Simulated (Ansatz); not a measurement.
The cluster BN2⁺. The state is a triplet with charge 1. Geometry r2SCAN-D4/def2-TZVP, that of the neutral doublet; atoms count from 1.

Cartesian coordinates in Å:
```
B -0.474 0.655 0.223
N 0.573 0.053 -0.517
N -0.099 -0.708 0.293
```

The structure comes from a short search, and lower isomers may exist.

(1) Estimate the Mulliken populations from the PBE0/def2-TZVP orbitals of Ansatz.

(2) Where does the spin sit?

(3) And the Mayer bond orders between bonded heavy atoms (over 0.3)?

## Answers

(1) 
```json
{"atom": "B1", "charge (e)": "0.44", "spin (α − β)": "1.21"}
{"atom": "N2", "charge (e)": "0.28", "spin (α − β)": "0.39"}
{"atom": "N3", "charge (e)": "0.28", "spin (α − β)": "0.39"}
```
Mulliken values and Mayer orders depend strongly on the basis.

(2) Summed by element: B 1.21, N 0.79, of 2 unpaired in all. Largest on single atoms: B1 1.21, N2 0.39, N3 0.39.

(3) B1–N2 1.07 (1.42 Å); B1–N3 1.07 (1.42 Å); N2–N3 1.87 (1.30 Å).
